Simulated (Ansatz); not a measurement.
Species: CHN, charge 0, triplet. This triplet is an excited state, 4.8 eV above the singlet at CCSD(T)/cc-pV5Z (Ansatz, an electronic-structure program). CHN (parent SMILES C#N, triplet).
B3LYP-D3(BJ)/def2-TZVP minimum from Ansatz:
```
C
N 1 1.2789
H 1 1.1100 2 120.81
```
Charge 0, spin multiplicity 3.

Total energies in cc-pVQZ, 10 correlated electrons, 2 frozen orbitals. Open shells are spin-unrestricted; no spin-orbit coupling. Correlated methods leave the cores frozen. No relativity. The UHF reference of CHN (parent SMILES C#N, triplet) is spin-contaminated (<S^2> up to 0.08 over the pure value in the sets run). The spin of CHN (parent SMILES C#N, triplet) was assumed, and the state is the lowest solution found for it.

```json
[
 {"method": "HF", "program": "Ansatz", "energy (Eh)": "-92.78315", "minus CCSDT(Q) (mEh)": "344.22"},
 {"method": "MP2", "program": "Ansatz", "energy (Eh)": "-93.07930", "minus CCSDT(Q) (mEh)": "48.07"},
 {"method": "CCSD", "program": "Ansatz", "energy (Eh)": "-93.10733", "minus CCSDT(Q) (mEh)": "20.05"},
 {"method": "CCSD(T)", "program": "Ansatz", "energy (Eh)": "-93.12346", "minus CCSDT(Q) (mEh)": "3.91"},
 {"method": "CCSDT(Q)", "program": "Ansatz", "energy (Eh)": "-93.12737", "minus CCSDT(Q) (mEh)": "0.00"}
]
```

Rough core times of Ansatz's runs on a shared machine: CCSD(T) 2 min, CCSDT(Q) 90 min.
